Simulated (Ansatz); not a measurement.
Isomers of C2H5NS, relaxed with PBE0-D4/def2-TZVP in Ansatz; electronic energies, one conformer each and not always the lowest. Functionals use def2-TZVPP; CBS adds triple-zeta CCSD(T) − MP2 to the MP2 limit of def2-TZVPP and def2-QZVPP.

Task: Order them by energy at frozen-core CCSD(T)/CBS, lowest first. (Estimate.)
A. `C1NCS1`
B. `CC(N)=S`
C. `C/N=C/S`

Result: B (0.0 kcal/mol), C (21.0 kcal/mol), A (31.7 kcal/mol).

Task: How do PBE-D4, MP2/CBS(def2), B3LYP, B3LYP-D4 place them (kcal/mol, against `CC(N)=S`)? (Estimate.)

Result: Ansatz gave: 
```
   isomer  PBE-D4  MP2/CBS(def2)  B3LYP  B3LYP-D4
`C/N=C/S`    21.2           23.0   20.4      20.9
 `C1NCS1`    33.6           32.6   35.9      35.7
```

B3LYP here is the variant with VWN-RPA as its local correlation; programs differ in this.
